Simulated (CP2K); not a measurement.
**Two attempts at B3H9 ((H2B-mu-H)3)**

Wanted: the energy of B3H9 ((H2B-mu-H)3), AM1.

The results are computed with CP2K 2026.2.

4 further runs of the same task are left out: 1 that didn't finish, 3 set aside as unsound or not needed.

## (1) The structure to begin with

B3H9: 12 atoms, total charge 0, spin state singlet. Geometry: relaxed at GFN2-xTB.

Bond lengths: B1–H2 1.174 Å, B1–H3 1.175 Å, B1–H4 1.288 Å, H4–B5 1.287 Å, B5–H6 1.175 Å, B5–H7 1.175 Å, B5–H8 1.289 Å, H8–B9 1.289 Å, B9–H10 1.175 Å, B9–H11 1.175 Å, B1–H12 1.288 Å, B9–H12 1.289 Å. Some angles: B1–H4–B5 131.7°, B5–H8–B9 131.6°, B1–H12–B9 131.7°, H2–B1–H3 118.7°, H2–B1–H4 107.4°, H2–B1–H12 107.4°, H3–B1–H4 107.3°, H3–B1–H12 107.3°, H4–B1–H12 108.3°, H4–B5–H6 107.4°.

## (2) First attempt

Input file qs.inp:

```
&FORCE_EVAL
 METHOD QUICKSTEP
 &DFT
  CHARGE 0
  MULTIPLICITY 1
  &QS
   METHOD AM1
   EPS_DEFAULT 1.0E-10
   &SE
    &COULOMB
     CUTOFF [angstrom] 50
     RC_RANGE [angstrom] 0
    &END COULOMB
    &EXCHANGE
     CUTOFF [angstrom] 50
     RC_RANGE [angstrom] 0
    &END EXCHANGE
   &END SE
  &END QS
  &POISSON
   PERIODIC NONE
   POISSON_SOLVER ANALYTIC
  &END POISSON
  &SCF
   SCF_GUESS ATOMIC
   EPS_SCF 1.0E-07
   MAX_SCF 80
   &DIAGONALIZATION
    ALGORITHM STANDARD
   &END DIAGONALIZATION
   &MIXING
    METHOD DIRECT_P_MIXING
    ALPHA 0.4
   &END MIXING
  &PRINT
   &MOMENTS
    PERIODIC F
    REFERENCE COM
    MAX_MOMENT 1
   &END MOMENTS
   &MO ON
    ENERGIES T
    OCCUPATION_NUMBERS T
    NDIGITS 6
    &EACH
     QS_SCF 0
    &END EACH
    ADD_LAST NUMERIC
   &END MO
   &HIRSHFELD OFF
   &END HIRSHFELD
  &END PRINT
 &END DFT
 &SUBSYS
  &CELL
   ABC [angstrom] 19.4 19.8 19.9
   PERIODIC NONE
  &END CELL
  &COORD
   B      0.061070     0.916400    -0.999120
   H      0.963740     1.664840    -1.064920
   H     -0.784320     0.979390    -1.812500
   H     -0.498010     1.087250     0.148940
   B     -0.614700     0.310680     1.169190
   H     -1.760820     0.103100     1.323300
   H     -0.006600     0.795590     2.049840
   H     -0.054160    -0.815520     0.888540
   B      0.553100    -1.227570    -0.170720
   H      1.673690    -1.424520     0.121490
   H     -0.077930    -2.113490    -0.614210
   H      0.544940    -0.276140    -1.039820
  &END COORD
  &TOPOLOGY
   &CENTER_COORDINATES
   &END CENTER_COORDINATES
  &END TOPOLOGY
 &END SUBSYS
&END FORCE_EVAL

&GLOBAL
 PROJECT_NAME qs
 RUN_TYPE ENERGY
 PRINT_LEVEL MEDIUM
&END GLOBAL
```

On the command line:

```
$ OMP_NUM_THREADS=1 cp2k.psmp -i qs.inp -o qs.out
```

What it wrote:

```text
Possible matches for unknown subsection

 MOMENTS

   subsection MOMENTS in section %__ROOT__%FORCE_EVAL%DFT%ENERGY_CORRECTION%PRINT score:  110
   subsection MOMENTS in section %__ROOT__%FORCE_EVAL%DFT%REAL_TIME_PROPAGATION%PRINT score:  110
   subsection MOMENTS in section %__ROOT__%FORCE_EVAL%DFT%PRINT score:  110
   subsection MOMENTS_FT in section %__ROOT__%FORCE_EVAL%DFT%REAL_TIME_PROPAGATION%PRINT score:  107
   enum SILENT in section %__ROOT__%GLOBAL%PRINT for keyword _SECTION_PARAMETERS_ score:  106

 *******************************************************************************
 *   ___                                                                       *
 *  /   \                                                                      *
 * [ABORT]                                                                     *
 *  \___/               unknown subsection MOMENTS of section PRINT            *
 *    |                                                                        *
 *  O/|                                                                        *
 * /| |                                                                        *
 * / \                                               input/input_parsing.F:192 *
 *******************************************************************************

 ===== Routine Calling Stack =====

            6 section_vals_parse
            5 section_vals_parse
            4 section_vals_parse
            3 section_vals_parse
            2 section_vals_parse
            1 read_input

Program received signal SIGABRT: Process abort signal.

Backtrace for this error:
#0  0x4d9d2821f957 in ???
#1  0x4d9d48ad4cac in __pthread_kill_implementation
#2  0x4d9d48a7bfb7 in raise
#3  0x4d9d48a65d37 in abort
#4  0x4d9d288f2d83 in ???
#5  0x4d9d288f4297 in ???
#6  0x4d9d28a63e77 in ???
#7  0x4d9d28a638f7 in ???
#8  0x4d9d28a638f7 in ???
#9  0x4d9d28a638f7 in ???
#10  0x4d9d28a638f7 in ???
#11  0x4d9d28339807 in ???
#12  0x4d9d28ba4e8b in ???
#13  0x4d9d28ba9d0b in ???
#14  0x4d9d282c0db3 in ???
#15  0x4d9d282bef13 in ???
#16  0x4d9d48a66573 in __libc_start_call_main
#17  0x4d9d48a66657 in __libc_start_main_impl
#18  0x4d9d282bf06f in ???
#19  0xffffffffffffffff in ???
```

It took 0.24 s on 1 thread of Arm Neoverse V2, shared host.

## (3) Diagnosis

The input was rejected.

The log says `\___/               unknown subsection MOMENTS of section PRINT`. Cause: a section of the input isn't closed.

## (4) Try two

Input file gas.inp:

```
&GLOBAL
    PROJECT gas
    RUN_TYPE ENERGY
    PRINT_LEVEL MEDIUM
&END GLOBAL
&FORCE_EVAL
    METHOD QS
    &DFT
        CHARGE 0
        MULTIPLICITY 1
        # Quickstep
        &QS
            METHOD AM1
            EPS_DEFAULT 1.0E-10
            &SE
                &COULOMB
                    CUTOFF [angstrom] 50
                    RC_RANGE [angstrom] 0
                &END COULOMB
                &EXCHANGE
                    CUTOFF [angstrom] 50
                    RC_RANGE [angstrom] 0
                &END EXCHANGE
            &END SE
        &END QS
        &POISSON
            PERIODIC NONE
            POISSON_SOLVER ANALYTIC
        &END POISSON
        # SCF settings
        &SCF
            SCF_GUESS ATOMIC
            EPS_SCF 1.0E-07
            MAX_SCF 80
            ADDED_MOS 6
            &DIAGONALIZATION
                ALGORITHM STANDARD
            &END DIAGONALIZATION
            &MIXING
                METHOD DIRECT_P_MIXING
                ALPHA 0.4
            &END MIXING
            &SMEAR ON
                METHOD FERMI_DIRAC
                ELECTRONIC_TEMPERATURE [K] 300
            &END SMEAR
        &END SCF
        # extra output
        &PRINT
            &MOMENTS
                PERIODIC F
                REFERENCE COM
                MAX_MOMENT 1
            &END MOMENTS
            &MO ON
                ENERGIES T
                OCCUPATION_NUMBERS T
                NDIGITS 6
                &EACH
                    QS_SCF 0
                &END EACH
                ADD_LAST NUMERIC
            &END MO
            &HIRSHFELD OFF
            &END HIRSHFELD
        &END PRINT
    &END DFT
    &SUBSYS
        # vacuum box
        &CELL
            ABC [angstrom] 19.4 19.8 19.9
            PERIODIC NONE
        &END CELL
        &COORD
            B      0.061070     0.916400    -0.999120
            H      0.963740     1.664840    -1.064920
            H     -0.784320     0.979390    -1.812500
            H     -0.498010     1.087250     0.148940
            B     -0.614700     0.310680     1.169190
            H     -1.760820     0.103100     1.323300
            H     -0.006600     0.795590     2.049840
            H     -0.054160    -0.815520     0.888540
            B      0.553100    -1.227570    -0.170720
            H      1.673690    -1.424520     0.121490
            H     -0.077930    -2.113490    -0.614210
            H      0.544940    -0.276140    -1.039820
        &END COORD
        &TOPOLOGY
            &CENTER_COORDINATES
            &END CENTER_COORDINATES
        &END TOPOLOGY
    &END SUBSYS
&END FORCE_EVAL
```

On the command line:

```
$ OMP_NUM_THREADS=1 cp2k.psmp -i gas.inp -o gas.out
```

What it wrote:

```text
CP2K| version string:                                       CP2K version 2026.2
[...]
 GLOBAL| Method name                                                        CP2K
[...]
 GLOBAL| Run type                                                         ENERGY
[...]
                             - Atoms:                                         12
[...]
                             - Spherical basis functions:                     21
[...]
 Number of electrons:                                                         18
[...]
     1 P_Mix/Diag. 0.40E+00    0.0     0.70175159        -6.5888409070 -6.59E+00
[...]
    15 DIIS/Diag.  0.55E-07    0.0     0.00000006       -12.1387048998 -5.57E-12
  *** SCF run converged in    15 steps ***
  Core-core repulsion energy [eV]:                            851.95206899032360
  Core Hamiltonian energy [eV]:                              -429.34561188560980
  Two-electron integral energy [eV]:                        -1505.83483130939658
  Electronic energy [eV]:                                   -1182.26302754030803
  Electronic entropic energy:                                  -0.00000000000000
  Fermi energy:                                                -0.02224511844035
  Total energy [eV]:                                         -330.31095854998449
  Atomic reference energy [eV]:                               331.70737085782423
  Heat of formation [kcal/mol]:                                32.20203536935192
[...]
 SE_DIPOLE| Moment [Debye]          0.00423622       0.00498325       0.00505320
 SE_DIPOLE| Derivative [a.u.]       0.00000000       0.00000000       0.00000000
 ENERGY| Total FORCE_EVAL ( QS ) energy [hartree]            -12.138704899802423
[...]
```

Run time: 0.22 s. Hardware: 1 thread of Arm Neoverse V2, shared host.

## (5) Results

At AM1:

| quantity | value |
| --- | --- |
| total energy | -12.13870 Eh |
| dipole moment | 0.01 D |
| HOMO energy | -11.90 eV |
| LUMO energy | 0.31 eV |
| HOMO–LUMO gap | 12.21 eV |
| heat of formation | 32.2 kcal/mol |
